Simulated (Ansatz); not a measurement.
C6H12 can be A, `C/C=C\C(C)C`, or B, `C1CCCCC1`.

Computed with Ansatz on PBE0-D4/def2-TZVP structures; ΔE is electronic, products minus reactants. CBS: MP2 limit from def2 TZ/QZ plus the TZ coupled-cluster correction, frozen cores. Functionals use def2-TZVPP. B3LYP here is the variant with VWN-RPA as its local correlation; programs differ in this. Each species was taken in one conformer, which may not be the lowest.

**Question.** Which is lower in electronic energy at CCSD(T)/CBS, and by how much? (Estimate.)

**Answer.** The calculation gave: B, by 12.6 kcal/mol.

**Question.** Give E(B) − E(A) in kcal/mol with B3LYP, CCSD/def2-TZVPP, B3LYP-D4, HF/def2-TZVPP, ωB97M-V, PBE0-D4, B2PLYP. (Best estimate.)

**Answer.** Computed: B3LYP -7.7, CCSD/def2-TZVPP -13.2, B3LYP-D4 -9.4, HF/def2-TZVPP -9.1, ωB97M-V -13.5, PBE0-D4 -15.2, B2PLYP -10.0. None reverses the order clearly.

Largest T1 diagnostic: 0.009.

The D4 term adds −1.7 kcal/mol with B3LYP and −0.8 kcal/mol with PBE0; it sums over pairs of atoms, weighted by their polarisabilities, and B3LYP, whose exchange is more repulsive, gets the larger term. From PBE to PBE0 (25 % exact exchange), in def2-TZVPP and without D4, E(B) − E(A) moves by −3.3 kcal/mol.
